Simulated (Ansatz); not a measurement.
# Be, hcp: geometry optimisation

All numbers below come from DFT, PBEsol, plane waves (420 eV) with PAW, scalar-relativistic (Ansatz). The PAW files were generated under PBE, with cores re-solved for the functional.

k-point mesh 16×16×9, Fermi-Dirac smearing 0.1 eV, no spin polarisation. Cell and atoms relax.

Starting structure:

```
Be
1.0
     2.28660    0.00000    0.00000
    -1.14330    1.98025    0.00000
     0.00000    0.00000    3.58330
Be
2
Direct
  0.33333 0.66667 0.25000
  0.66667 0.33333 0.75000
```

Problem. What cell does the relaxation end in?

Solution. P6_3/mmc with a = 2.258 Å, c = 3.550 Å (c/a = 1.572); 7.84 Å³ per atom against 8.11 at the start (-3.4 %).

Problem. How much energy does the relaxation gain?

Solution. 3.6 meV per atom.
